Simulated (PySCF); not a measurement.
COP (charge -1).
SMILES: `[O-]C#P`

The closed-shell ground state was solved at several levels (PySCF, density fitting, gas phase, non-relativistic). Geometry: GFN2-xTB; no solvent, vibrations or thermal averaging. No diffuse functions stand in pcSseg-1, which bears on an anion's orbital energies.

| level | basis functions | HOMO (eV) | LUMO (eV) | gap (eV) |
| --- | --- | --- | --- | --- |
| PBE0/def2-SVPD | 67 | -0.15 | 5.72 | 5.87 |
| PBE0/pcSseg-1 | 58 | -0.17 | 6.48 | 6.65 |

Q: Estimate the row for CAM-B3LYP/def2-SVPD, a basis of 67 functions; the other rows only guide the guess.

A: HOMO -1.31 eV, LUMO 6.29 eV, gap 7.60 eV.

Q: Over all these levels, which gives the widest orbital gap and which the narrowest?

A: CAM-B3LYP/def2-SVPD (range-separated hybrid) has the widest, 7.60 eV, and PBE0/def2-SVPD (global hybrid, 25 % exact exchange) the narrowest, 5.87 eV. The two share the basis. From the narrowest to the widest the HOMO moves by -1.16 eV and the LUMO by +0.57 eV.

***

Compound: chloroethane, C2H5Cl.
SMILES: `CCCl`

The closed-shell ground state was solved at several levels (PySCF, density fitting, gas phase, non-relativistic). Geometry: GFN2-xTB; no solvent, vibrations or thermal averaging.

```
              level  basis functions  HOMO (eV)  LUMO (eV)  gap (eV)  dipole (D)
     PBE0/def2-SVPD              107      -8.42       0.53      8.95        2.17
CAM-B3LYP/def2-SVPD              107      -9.83       1.29     11.12        2.17
```

What might PBE0/pcSseg-1 (83 basis functions) give for the same quantities?

HOMO -8.36 eV, LUMO 0.95 eV, gap 9.31 eV, dipole 2.19 D.

Over all these levels, which gives the widest orbital gap and which the narrowest?

CAM-B3LYP/def2-SVPD (range-separated hybrid) has the widest, 11.12 eV, and PBE0/def2-SVPD (global hybrid, 25 % exact exchange) the narrowest, 8.95 eV. The two share the basis. From the narrowest to the widest the HOMO moves by -1.41 eV and the LUMO by +0.76 eV.

How far do the dipole and the HOMO energy spread over the levels?

The dipole runs from 2.17 to 2.19 D (mean 2.18 D) and the HOMO from -9.83 to -8.36 eV.
